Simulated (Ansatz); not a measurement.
Working through an active-space calculation of CH4MgO, SMILES C[O][MgH]

Computed with Ansatz's Python interface.

Run as a notebook:

```python
import ansatz as az
```

```python
molecule = (
    az.Crystal.molecule()
    .atom('C', [-0.5901, 0.7596, -0.013])
    .atom('O', [-0.7844, -0.4026, 0.662])
    .atom('Mg', [0.8258, -1.4456, 0.1757])
    .atom('H', [-0.5037, 0.6146, -1.1179])
    .atom('H', [0.2898, 1.3079, 0.2923])
    .atom('H', [-1.5138, 1.4698, 0.1815])
    .atom('H', [2.3377, -2.3717, -0.2265])
)
```

```python
model = (
    molecule.calculation()
    .basis(gaussian='cc-pVDZ')
    .correlation(active_electrons=4, active_orbitals=4)
)
for method in ['sc_nevpt2']:
    rep = (model if method is None else model.correlation(method)).run(threads=1, backend='cpu').report
    space = rep['configurations']
    state = space['states'][0]
    print(method or 'casscf', f'total {rep["free_energy_ev"] / 27.211386246:.6f} Ha, active-space state {state["energy"]["hartree"]:.6f} Ha, mean field {rep["reference_energy_ev"] / 27.211386246:.6f} Ha')
    print('  determinants', state['n_determinants'], ' natural occupations', [round(n, 3) for n in space['natural_occupations']])
print('effectively unpaired electrons, sum of min(n, 2 - n):', round(sum(min(n, 2 - n) for n in space['natural_occupations']), 3))
```

    Warning: the results are in doubt because another end's mean lies 0.255 eV lower, and its corrected mean 0.166 eV higher
    RunWarning: the results are in doubt because another end's mean lies 0.255 eV lower, and its corrected mean 0.166 eV higher
    sc_nevpt2 total -315.023726 Ha, active-space state -314.690203 Ha, mean field -314.650753 Ha
      determinants 36  natural occupations [1.982, 1.975, 0.024, 0.019]
    effectively unpaired electrons, sum of min(n, 2 - n): 0.086

Reading the output:
- Total energies depend on the basis set; only differences at equal settings carry meaning.
- Warnings are shown shortened and without file and line.
- The geometry is a force-field or estimated start, not a minimum of this method, and the basis set is short of its limit. The active space starts as a window about the frontier orbitals and is then optimised, not chosen by chemistry.
- A lower CASSCF solution was found and passed over, so the printed active-space state isn't the lowest.
- The whole script took 3.7 s on 1 thread of Arm Neoverse V1, on a shared host, peak memory 0.16 GiB.

(Lines on the test bed's own set-up are left out of the output.)
